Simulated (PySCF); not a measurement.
Oxygen: a sound run and one with changed settings

Sound run: O [He] 2s2 2p4, O⁺ [He] 2s2 2p3. Calculation: PySCF 2.14, in def2-SVP; no relativity, point nucleus. In the sound run the correlated levels freeze 1s2. The sound run starts from symmetry-adapted Hartree-Fock orbitals and uses a fine grid where one is needed.

A second run was set up differently.

| species | method | sound run (hartree) | changed run (hartree) | converged |
| --- | --- | --- | --- | --- |
| O | UHF | -74.72010 | -74.72010 | yes |
| O | PBE | -74.91467 | -74.91467 | yes |
| O | M06-2X | -74.97256 | -74.97256 | yes |
| O | MP2 | -74.82140 | -74.81715 | yes |
| O | CCSD(T) | -74.83747 | -74.83747 | yes |
| O⁺ | UHF | -74.27607 | -74.27607 | yes |
| O⁺ | PBE | -74.40404 | -74.40404 | yes |
| O⁺ | M06-2X | -74.47163 | -74.47163 | yes |
| O⁺ | MP2 | -74.34500 | -74.34228 | yes |
| O⁺ | CCSD(T) | -74.36051 | -74.36051 | yes |

Ionisation energy of O:

```tsv
method	sound run (eV)	changed run (eV)
UHF	12.083	12.083
PBE	13.895	13.895
M06-2X	13.631	13.631
MP2	12.963	12.922
SCS-MP2	12.985	12.944
CCSD	12.972	12.972
CCSD(T)	12.979	12.979
```

What was changed?
A. minimal basis
B. too few SCF iterations
C. angular grid far too coarse
D. level shift left on

D. It used initial guess minao, at most 50 SCF cycles, level shift 0.1 hartree. A level shift leaves the converged SCF energy unchanged but raises the virtual orbital energies, which shrinks MP2 if it is not removed.
